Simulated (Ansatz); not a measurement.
C₂H₂FNO₂ (`OC1(O)N=C1F`), relaxed with RKS PBE0-D4/def2-TZVP in Ansatz from a PBE-D4/def2-SVP geometry. The force threshold is 0.005 eV/Å; the program also tests the step.

The species carries charge 0 and has multiplicity 1.

Start:

```xyz
8

O     0.576   -1.224   -0.459
C     0.115    0.048   -0.198
O     0.547    0.919   -1.146
N     0.090    0.498    1.314
C    -0.986    0.378    0.656
F    -2.277    0.535    0.914
H     0.517   -1.740    0.368
H     1.417    0.587   -1.450
```

```tsv
step	energy (eV)	largest force (eV/Å)	largest move (Å)
1	-10398.5521	1.689	0.000
2	-10398.5988	0.600	0.023
3	-10398.6074	0.154	0.013
4 (rejected)	-10398.6062	0.250	0.023
5	-10398.6090	0.030	0.010
6	-10398.6091	0.034	0.001
7	-10398.6091	0.026	0.003
8	-10398.6091	0.027	0.002
9	-10398.6091	0.016	0.001
10	-10398.6091	0.011	0.001
11	-10398.6091	0.002	0.001
```

End:

```xyz
8

O     0.574   -1.210   -0.442
C     0.117    0.053   -0.179
O     0.551    0.913   -1.125
N     0.088    0.502    1.290
C    -0.978    0.374    0.654
F    -2.251    0.523    0.899
H     0.502   -1.740    0.358
H     1.396    0.585   -1.455
```

Hardware: 4 threads of a server CPU on a shared host. Wall time 72 s, peak host memory 0.44 GiB.
